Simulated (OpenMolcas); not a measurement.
**H2O2 (hydrogen peroxide): a chain of runs**

Aim: a single-point energy (UHF/STO-3G), then a single-point energy (CASSCF(2,2)/STO-3G), then the energy (CASPT2(2,2)/STO-3G), then a single-point energy (SC-NEVPT2(2,2)/STO-3G), then a single-point energy (MRCI(2,2)/STO-3G) of H2O2 (hydrogen peroxide). 

Program for the calculation: OpenMolcas 26.06.

2 further runs of the same task are left out: 1 for a known fault of the program, 1 set aside as unsound or not needed.

## (1) The structure to begin with

The species is H2O2 (4 atoms), meant as a singlet with charge 0. As SMILES, `OO`. The O1–O2 distance was set to 1.782 Å, away from the relaxed value.

Bond lengths: O1–H3 0.965 Å, O2–H4 0.965 Å. A long bond or contact: O1–O2 1.782 Å.

## (2) A single-point energy at UHF/STO-3G (run 1)

Input file step1.inp:

```
* H2O2 Hartree-Fock
>>> EXPORT MOLCAS_PRINT=2

&gateway
 baslib
 $CurrDir
 coord
 4
 angstrom
 O       -0.620559      -0.908436      -0.013470
 O        0.048300       0.728400       0.206900
 H        0.052641      -1.444336       0.423330
 H        0.252100       0.969800      -0.704900
 basis
 STO-3G
 group
 NoSym

&seward

&scf
 uhf
 scramble
 0.25
 prorbitals
 1 1
```

The basis set STO-3G is read from a file made from the Basis Set Exchange's data (not shown).

Launch:

```sh
$ export MOLCAS_MEM=1860
$ pymolcas step1.inp > step1.log
```

Log:

```text
--- Start Module: gateway ---
[...]
--- Stop Module: gateway /rc=_RC_ALL_IS_WELL_ ---
--- Start Module: seward ---
[...]
      Basis functions           12
--- Stop Module: seward /rc=_RC_ALL_IS_WELL_ ---
--- Start Module: scf ---
[...]
       Convergence after  36 Iterations
[...]
::    Total SCF energy                               -148.7278244880
[...]
      Total spin, S                                     0.5111092092
[...]
      Total electronic charge=   18.000000
      Total            charge=   -0.000000
[...]
      Dipole Moment (debye):
      Origin of the operator (angstrom)=   -0.2601   -0.0987    0.0826
                   X=  1.2188E+00               Y= -4.0928E-01               Z= -6.6011E-01           Total=  1.4452E+00
      Quadrupole Moment (debye*angstrom):
[...]
--- Stop Module: scf /rc=_RC_ALL_IS_WELL_ ---
[...]
```

Run time: 1.9 s. Hardware: 1 thread of Arm Neoverse V2, shared host; peak memory 0.37 GiB.

## (3) The energy at CASSCF(2,2)/STO-3G (run 2)

Input file step2.inp:

```
* H2O2 CASSCF

&GATEWAY
  BasLib=$CurrDir
  Coord
  4
  angstrom
  O       -0.620559      -0.908436      -0.013470
  O        0.048300       0.728400       0.206900
  H        0.052641      -1.444336       0.423330
  H        0.252100       0.969800      -0.704900
  Basis=STO-3G
  Group=NoSym

&SEWARD

&RASSCF
  FileOrb=$CurrDir/step1.UnaOrb
  Spin=1
  Nactel=2 0 0
  Inactive=8
  Ras2=2
  OrbListing=Nothing
  OrbAppear=Compact
```

The basis set STO-3G is read from a file made from the Basis Set Exchange's data (not shown).

Launch:

```sh
$ export MOLCAS_MEM=1860
$ pymolcas step2.inp > step2.log
```

Log:

```text
--- Start Module: gateway ---
[...]
--- Stop Module: gateway /rc=_RC_ALL_IS_WELL_ ---
--- Start Module: seward ---
[...]
      Basis functions           12
--- Stop Module: seward /rc=_RC_ALL_IS_WELL_ ---
--- Start Module: rasscf ---
[...]
      Number of active orbitals                  2
[...]
      Spin quantum number                      0.0
[...]
      Active orbitals                            2
[...]
      Number of CSFs                             3
[...]
      Number of root(s) required                 1
[...]
      Convergence after 13 iterations
[...]
      printout of CI-coefficients larger than  0.05 for root  1
      energy=    -148.768125
      conf/sym  11     Coeff  Weight
             1  20  -0.92466 0.85500
             3  02   0.38079 0.14500
      Natural orbitals and occupation numbers for root  1
      sym 1:   1.710002   0.289998
      ************************************************************************************************************************
      *                                                    Final results                                                     *
[...]
::    RASSCF root number  1 Total energy:   -148.76812520
[...]
      Total electronic charge=   18.000000
      Total            charge=   -0.000000
[...]
      Dipole Moment (debye):
      Origin of the operator (angstrom)=   -0.2601   -0.0987    0.0826
                   X=  1.2508E+00               Y= -4.2000E-01               Z= -6.7743E-01           Total=  1.4832E+00
      Quadrupole Moment (debye*angstrom):
[...]
--- Stop Module: rasscf /rc=_RC_ALL_IS_WELL_ ---
[...]
```

Wall time 1.5 s (1 thread of Arm Neoverse V2, shared host); peak memory 0.37 GiB.

## (4) The energy at CASPT2(2,2)/STO-3G (run 3)

Input file step3.inp:

```
* H2O2 CASPT2
>>> EXPORT MOLCAS_PRINT=2

&GATEWAY
  BasLib
  $CurrDir
  Coord
  4
  angstrom
  O       -0.620559      -0.908436      -0.013470
  O        0.048300       0.728400       0.206900
  H        0.052641      -1.444336       0.423330
  H        0.252100       0.969800      -0.704900
  Basis
  STO-3G
  Group
  NoSym

&SEWARD

&RASSCF
  FileOrb
  $CurrDir/step2.RasOrb
  Spin
  1
  Nactel
  2 0 0
  Inactive
  8
  Ras2
  2
  OrbListing
  Nothing
  OrbAppear
  Compact

&CASPT2
  Imaginary
  0.1
  Frozen
  2
```

The basis set STO-3G is read from a file made from the Basis Set Exchange's data (not shown).

Launch:

```sh
$ export MOLCAS_MEM=1860
$ pymolcas step3.inp > step3.log
```

Log:

```text
--- Start Module: gateway ---
[...]
--- Stop Module: gateway /rc=_RC_ALL_IS_WELL_ ---
[...]
      Basis functions           12
[...]
--- Start Module: rasscf ---
[...]
      Number of active orbitals                  2
[...]
      Spin quantum number                      0.0
[...]
      Active orbitals                            2
[...]
      Number of CSFs                             3
[...]
      Number of root(s) required                 1
[...]
      Convergence after  4 iterations
[...]
      printout of CI-coefficients larger than  0.05 for root  1
      energy=    -148.768125
      conf/sym  11     Coeff  Weight
             1  20  -0.92466 0.85500
             3  02   0.38079 0.14500
      Natural orbitals and occupation numbers for root  1
      sym 1:   1.710002   0.289998
      ************************************************************************************************************************
      *                                                    Final results                                                     *
[...]
::    RASSCF root number  1 Total energy:   -148.76812520
[...]
      Total electronic charge=   18.000000
      Total            charge=   -0.000000
[...]
      Dipole Moment (debye):
      Origin of the operator (angstrom)=   -0.2601   -0.0987    0.0826
                   X=  1.2508E+00               Y= -4.2000E-01               Z= -6.7743E-01           Total=  1.4832E+00
      Quadrupole Moment (debye*angstrom):
[...]
--- Stop Module: rasscf /rc=_RC_ALL_IS_WELL_ ---
--- Start Module: caspt2 ---
[...]
      E2 (Variational):          -0.0415911192
      Total energy:            -148.8097163213
[...]
      Reference weight:           0.98285
[...]
::    CASPT2 Root  1     Total energy:   -148.80971632
[...]
--- Stop Module: caspt2 /rc=_RC_ALL_IS_WELL_ ---
[...]
```

It took 1.4 s on 1 thread of Arm Neoverse V2, shared host; peak memory 0.37 GiB.

## (5) The energy at SC-NEVPT2(2,2)/STO-3G (run 4)

Input file step4.input:

```
&gateway
  baslib=$CurrDir
  coord
  4
  angstrom
  O       -0.620559      -0.908436      -0.013470
  O        0.048300       0.728400       0.206900
  H        0.052641      -1.444336       0.423330
  H        0.252100       0.969800      -0.704900
  basis=STO-3G
  group=NoSym

&seward

&rasscf
  fileorb=$CurrDir/step2.RasOrb
  spin=1
  nactel=2 0 0
  inactive=8
  ras2=2
  orblisting=Nothing
  orbappear=Compact

&caspt2
  sc-nevpt2
  frozen=2
```

The basis set STO-3G is read from a file made from the Basis Set Exchange's data (not shown).

Launch:

```sh
$ export MOLCAS_MEM=1860
$ pymolcas step4.input > step4.log
```

Log:

```text
--- Start Module: gateway ---
[...]
--- Stop Module: gateway /rc=_RC_ALL_IS_WELL_ ---
[...]
      Basis functions           12
[...]
--- Start Module: rasscf ---
[...]
      Number of active orbitals                  2
[...]
      Spin quantum number                      0.0
[...]
      Active orbitals                            2
[...]
      Number of CSFs                             3
[...]
      Number of root(s) required                 1
[...]
      Convergence after  4 iterations
[...]
      printout of CI-coefficients larger than  0.05 for root  1
      energy=    -148.768125
      conf/sym  11     Coeff  Weight
             1  20  -0.92466 0.85500
             3  02   0.38079 0.14500
      Natural orbitals and occupation numbers for root  1
      sym 1:   1.710002   0.289998
      ************************************************************************************************************************
      *                                                    Final results                                                     *
[...]
::    RASSCF root number  1 Total energy:   -148.76812520
[...]
      Total electronic charge=   18.000000
      Total            charge=   -0.000000
[...]
      Dipole Moment (debye):
      Origin of the operator (angstrom)=   -0.2601   -0.0987    0.0826
                   X=  1.2508E+00               Y= -4.2000E-01               Z= -6.7743E-01           Total=  1.4832E+00
      Quadrupole Moment (debye*angstrom):
[...]
--- Stop Module: rasscf /rc=_RC_ALL_IS_WELL_ ---
--- Start Module: caspt2 ---
[...]
      E2 (Variational):          -0.0408679950
[...]
      E2 (Variational):          -0.0407898692
      Total energy:            -148.8089150713
[...]
      Reference weight:           0.98362
[...]
::    SC-NEVPT2 Root  1     Total energy:   -148.80891507
[...]
--- Stop Module: caspt2 /rc=_RC_ALL_IS_WELL_ ---
[...]
```

Run time: 1.4 s. Hardware: 1 thread of Arm Neoverse V2, shared host; peak memory 0.37 GiB.

## (6) A single-point energy at MRCI(2,2)/STO-3G (run 5)

Input file step5.input:

```
&GATEWAY
BasLib=$CurrDir
Coord
4
angstrom
O       -0.620559      -0.908436      -0.013470
O        0.048300       0.728400       0.206900
H        0.052641      -1.444336       0.423330
H        0.252100       0.969800      -0.704900
Basis=STO-3G
Group=NoSym
&SEWARD
&RASSCF
FileOrb=$CurrDir/step2.RasOrb
Spin=1
Nactel=2 0 0
Inactive=8
Ras2=2
OrbListing=Nothing
OrbAppear=Compact
&MOTRA
LumOrb
Frozen=2
&GUGA
Electrons=14
Spin=1
Inactive=6
Active=2
CIAll=1
&MRCI
SDCI
```

The basis set STO-3G is read from a file made from the Basis Set Exchange's data (not shown).

Launch:

```sh
$ export MOLCAS_MEM=1860
$ pymolcas step5.input > step5.log
```

Log:

```text
--- Start Module: gateway ---
[...]
--- Stop Module: gateway /rc=_RC_ALL_IS_WELL_ ---
[...]
      Basis functions           12
[...]
      Number of active orbitals                  2
[...]
      Spin quantum number                      0.0
[...]
      Active orbitals                            2
[...]
      Number of CSFs                             3
[...]
      Number of root(s) required                 1
[...]
      Convergence after  4 iterations
[...]
      printout of CI-coefficients larger than  0.05 for root  1
      energy=    -148.768125
      conf/sym  11     Coeff  Weight
             1  20  -0.92466 0.85500
             3  02   0.38079 0.14500
      Natural orbitals and occupation numbers for root  1
      sym 1:   1.710002   0.289998
      ************************************************************************************************************************
      *                                                    Final results                                                     *
[...]
::    RASSCF root number  1 Total energy:   -148.76812520
[...]
      Dipole Moment (debye):
      Origin of the operator (angstrom)=   -0.2601   -0.0987    0.0826
                   X=  1.2508E+00               Y= -4.2000E-01               Z= -6.7743E-01           Total=  1.4832E+00
      Quadrupole Moment (debye*angstrom):
[...]
--- Start Module: guga ---
[...]
--- Stop Module: guga /rc=_RC_ALL_IS_WELL_ ---
[...]
       (But an ACPF correction will be computed)
       USE THE DEFAULT ACPF G-VALUE GFAC=  0.14285714285714285
[...]
                      CI ENERGY:  -148.82568802
[...]
                ACPF CORRECTION:    -0.00168781
[...]
      Total electronic charge=   18.000000
      Total            charge=   -0.000000
[...]
     ACPF CORRECTION:     -0.00168781
[...]
  CI State   1     Total energy:   -148.82568802     QDav:     -0.00197878     QACPF:     -0.00168781
[...]
```

Run time: 1.6 s. Hardware: 1 thread of Arm Neoverse V2, shared host; peak memory 0.37 GiB.

## (7) Summary of results

| quantity | value |
| --- | --- |
| run 1, UHF/STO-3G: total energy | -148.72782 Eh |
| run 1, UHF/STO-3G: dipole moment | 1.45 D |
| run 1, UHF/STO-3G: HOMO energy | -10.22 eV |
| run 1, UHF/STO-3G: LUMO energy | 10.46 eV |
| run 1, UHF/STO-3G: HOMO–LUMO gap | 20.67 eV |
| run 1, UHF/STO-3G: ⟨S²⟩ | 0.772 |
| run 2, CASSCF(2,2)/STO-3G: total energy | -148.76813 Eh |
| run 2, CASSCF(2,2)/STO-3G: dipole moment (CASSCF density) | 1.48 D |
| run 3, CASPT2(2,2)/STO-3G: total energy | -148.80972 Eh |
| run 3, CASPT2(2,2)/STO-3G: dipole moment (CASSCF density) | 1.48 D |
| run 4, SC-NEVPT2(2,2)/STO-3G: total energy | -148.80892 Eh |
| run 4, SC-NEVPT2(2,2)/STO-3G: dipole moment (CASSCF density) | 1.48 D |
| run 5, MRCI(2,2)/STO-3G: total energy | -148.82569 Eh |
| run 5, MRCI(2,2)/STO-3G: dipole moment (CASSCF density) | 1.48 D |

In words: ⟨S²⟩ (run 1, UHF/STO-3G) is 0.77 where a pure singlet has 0.00: the reference is spin-contaminated. Mulliken charges (run 4, SC-NEVPT2(2,2)/STO-3G) of the CASSCF density run from -0.18 on O1 to +0.18 on H3.
